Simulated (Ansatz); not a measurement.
Energy needed to pull apart CH4SSi (SMILES CS[SiH]), closed shell, into free ground-state atoms, from the structure below (displaced at random from a GFN2-xTB minimum); no zero-point or spin–orbit terms; open-shell atoms are treated unrestricted, in their ground-state multiplicity.

| atom | x (Å) | y (Å) | z (Å) |
| --- | --- | --- | --- |
| C1 | -0.8198 | 0.7220 | -0.3180 |
| S2 | -0.0369 | -0.3866 | 0.9721 |
| Si3 | 1.7364 | -1.1151 | -0.0720 |
| H4 | -1.7908 | 1.1691 | 0.1490 |
| H5 | -0.1530 | 1.5193 | -0.5644 |
| H6 | -1.0681 | 0.0732 | -1.2575 |
| H7 | 2.2188 | -1.9314 | 1.1066 |

Computed with Ansatz 0.2.0 (basis: def2-TZVPP); correlated methods freeze the cores.

```
      method  atomization energy (kJ/mol)
      PBE-D4                         2304
   r2SCAN-D4                         2265
     PBE0-D4                         2261
    HSE06-D4                            ?
CAM-B3LYP-D4                         2253
     wB97M-V                         2277
          HF                            ?
         MP2                         2203
        CCSD                         2159
     CCSD(T)                         2197
```

**Question.** What does HSE06-D4 give? (To be estimated.)

**Answer.** Computed: 2263 kJ/mol, which is about 66 kJ/mol more than CCSD(T)/def2-TZVPP.

**Question.** What does HF give? (An estimate is asked for; the value comes from the calculation.)

**Answer.** The calculation gives: 1624 kJ/mol, which is about 573 kJ/mol less than CCSD(T)/def2-TZVPP.

In triple zeta the MP2 and coupled-cluster atomization energies are still short of their basis limit by a few kcal/mol a bond, whereas those of the functionals are nearly converged, so these differences are not deviations from converged CCSD(T).

The T1 diagnostic stays at or below 0.017. The restricted Hartree–Fock reference is unstable towards an unrestricted one here.

For scale, one of the runs: CCSD(T)/def2-TZVPP forces, 171 basis functions (an equivalent command: `ansatz run in.yaml --threads 4`). Time: 65 s of wall clock on 4 CPU threads; the host was shared. Peak host memory: 2.6 GiB.
